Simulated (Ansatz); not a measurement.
# H2N2Si: the cost of one run

Program: Ansatz 0.2.0. Level of theory: MP2 on Hartree-Fock, Gaussian basis cc-pV(T+d)Z. These are calculated values, not measurements.

## Step 1: The starting structure

Bond lengths: Si1–N2 1.563 Å, Si1–N3 1.572 Å, N2–H4 0.968 Å, N3–H5 0.953 Å. Angles: Si1–N2–H4 121.7°, N2–Si1–N3 177.5°, Si1–N3–H5 124.2°.

Coordinates:

```xyz
5

Si    0.0162   -0.0061   -0.0053
N    -0.0107    0.0087    1.5570
N     0.0174    0.0424   -1.5768
H     0.7975    0.1146    2.0794
H    -0.0032    0.8462   -2.0887
```

## Step 2: Relaxing the atoms: H2N2Si

The input, input.yaml:

```yaml
relax:
  f_tol: 0.001
  max_steps: 200
crystal:
  periodic: [false, false, false]
  atoms:
    - { symbol: Si, position_ang: [0.016243, -0.006118, -0.005282] }
    - { symbol: "N", position_ang: [-0.01073, 0.008654, 1.556985] }
    - { symbol: "N", position_ang: [0.017448, 0.042388, -1.57681] }
    - { symbol: H, position_ang: [0.797506, 0.114621, 2.079399] }
    - { symbol: H, position_ang: [-0.003224, 0.846159, -2.088662] }
basis:
  gaussian: { orbitals: "cc-pV(T+d)Z.json" }
hamiltonian:
  xc: hf
correlation:
  method: mp2
```

The run is started by

```console
$ ansatz run input.yaml --threads 4 --pin off --max-ram 8192MiB --backend cpu --events-out ev --progress --plain --runs-dir out
```

Q: Estimate wall time and peak memory on 4 threads of Intel Xeon Platinum 8259CL at 2.50GHz (Skylake/Cascade Lake), shared host.

About 24 s, with a peak of 0.29 GiB.
